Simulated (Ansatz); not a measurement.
A nudged elastic band was laid between two geometries of C$_{2}$H$_{6}$ (8 atoms, charge 0, multiplicity 1).

All numbers below come from RKS PBE0/def2-SVP (Ansatz).

* movable images: 5
* climbing image: yes
* spring: 5.0 eV/Å²
* optimiser: quadratic models (default)
* start path: IDPP
* force threshold: 0.05 eV/Å
* iteration limit: 60
* end points: relaxed

First end point:

```xyz
8
Properties=species:S:1:pos:R:3
C -0.327 0.132 -0.673
C 0.327 -0.132 0.673
H 0.071 -0.533 -1.455
H -1.416 -0.026 -0.632
H -0.159 1.168 -1.008
H -0.071 0.533 1.455
H 1.416 0.026 0.632
H 0.159 -1.168 1.008
```

Last end point:

```xyz
8
Properties=species:S:1:pos:R:3
C -0.327 0.132 -0.673
C 0.327 -0.132 0.673
H -0.843 -0.762 -1.055
H -1.074 0.939 -0.609
H 0.413 0.432 -1.431
H -0.413 -0.432 1.431
H 0.843 0.762 1.055
H 1.074 -0.939 0.609
```

Question: Which bonds break or form, and what moves?

Answer: No bond is made or broken. The dihedral H3–C1–C2–H6 goes from 180 to -60°. The two ends are copies of one structure, up to a mirror image or an exchange of like atoms.

Question: What energy profile does the band end with?

Answer: It converged. The highest image is number 3 of 0 to 6, 0.128 eV above the ends, which have the same energy within 2 meV. A vibrational analysis at the climbing image gives one clearly imaginary mode, 311i cm⁻¹: a first-order saddle point.

| image | path coordinate (Å) | energy (eV) | dihedral H3–C1–C2–H6 (°) |
| --- | --- | --- | --- |
| 0 | 0.00 | 0.000 | 180 |
| 1 | 0.44 | 0.033 | -160 |
| 2 | 0.87 | 0.097 | -140 |
| 3 | 1.31 | 0.128 | -120 |
| 4 | 1.75 | 0.097 | -100 |
| 5 | 2.18 | 0.033 | -80 |
| 6 | 2.62 | 0.000 | -60 |

Question: What is the geometry of the highest image?

Answer: 
```xyz
8
Properties=species:S:1:pos:R:3
C -0.330 0.133 -0.679
C 0.330 -0.133 0.679
H -0.375 -0.772 -1.302
H -1.363 0.497 -0.572
H 0.215 0.892 -1.261
H -0.347 0.086 1.518
H 1.230 0.481 0.829
H 0.640 -1.183 0.788
```

Question: What are the harmonic wavenumbers there?

Answer: 311i, 885, 885, 1036, 1152, 1152, 1375, 1424, 1473, 1473, 1478, 1478, 3062, 3070, 3144, 3144, 3161, 3161 cm⁻¹.

The band took 4 iterations and about 24 core-seconds.

The run took 24 s on 1 thread of Intel(R) Xeon(R) Platinum 8488C (Sapphire Rapids), on a shared host, peak memory 0.12 GiB.
